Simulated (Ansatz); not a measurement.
Two isomers of C3H8O2: A = `COCOC`, B = `CCC(O)O`.

Program: Ansatz. Geometries: PBE0-D4/def2-TZVP. ΔE: electronic, gas phase. CCSD(T)/CBS is the MP2 limit (def2-TZVPP, def2-QZVPP) plus CCSD(T) − MP2 in def2-TZVPP, frozen cores. Functionals use def2-TZVPP. One conformer a species, not always the lowest.

(1) Which isomer does CCSD(T)/CBS put lower? Give the gap. (Best estimate.)

(2) Give E(B) − E(A) in kJ/mol with MP2/def2-TZVPP, PBE-D4, r2SCAN-D4, PBE0-D4, CCSD/def2-TZVPP, B2PLYP, ωB97M-V. (Estimate.)

Largest T1 diagnostic: 0.011.

## Answers

(1) Ansatz gave: B, by 108.8 kJ/mol.

(2) Computed: MP2/def2-TZVPP -111.9, PBE-D4 -100.2, r2SCAN-D4 -102.4, PBE0-D4 -104.9, CCSD/def2-TZVPP -104.1, B2PLYP -98.5, ωB97M-V -104.7. None reverses the order clearly.

In def2-TZVPP, CCSD(T) changes the Hartree–Fock value by −14.7 kJ/mol (the triples alone add −0.2 kJ/mol) and MP2 by −22.3 kJ/mol. From PBE to PBE0 (25 % exact exchange), in def2-TZVPP and without D4, E(B) − E(A) moves by −4.9 kJ/mol.
